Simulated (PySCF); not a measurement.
SMILES C#CCCC#C (C₆H₆) (GFN2-xTB optimised geometry):

```
12

C      2.917    -0.716     0.015
C      1.721    -0.728     0.000
C      0.273    -0.728     0.000
C     -0.294     0.702     0.000
C     -1.737     0.665     0.122
C     -2.924     0.571     0.239
H      3.966    -0.729     0.028
H     -0.088    -1.266    -0.881
H     -0.080    -1.258     0.890
H     -0.017     1.214    -0.926
H      0.123     1.266     0.840
H     -3.966     0.511     0.342
```

Level of theory: CAM-B3LYP/def2-TZVP run with PySCF 2.14.0.

**Question.** What are the frontier orbital energies and the dipole moment?

**Answer.** HOMO-2 -9.32 eV, HOMO-1 -9.25 eV, HOMO -9.10 eV, LUMO 1.82 eV, LUMO+1 1.92 eV; dipole moment 0.04 D.

On the same geometry PySCF with PBE/def2-TZVP gives HOMO-2 -6.70 eV, HOMO-1 -6.64 eV, HOMO -6.54 eV, LUMO -0.27 eV, LUMO+1 -0.13 eV; dipole moment 0.04 D.

Meta-Löwdin charges at CAM-B3LYP/def2-TZVP: C1 -0.23, C2 -0.03, C3 -0.19, C4 -0.19, C5 -0.03, C6 -0.23, H7 0.17, H8 0.14, H9 0.14, H10 0.14, H11 0.14, H12 0.17.
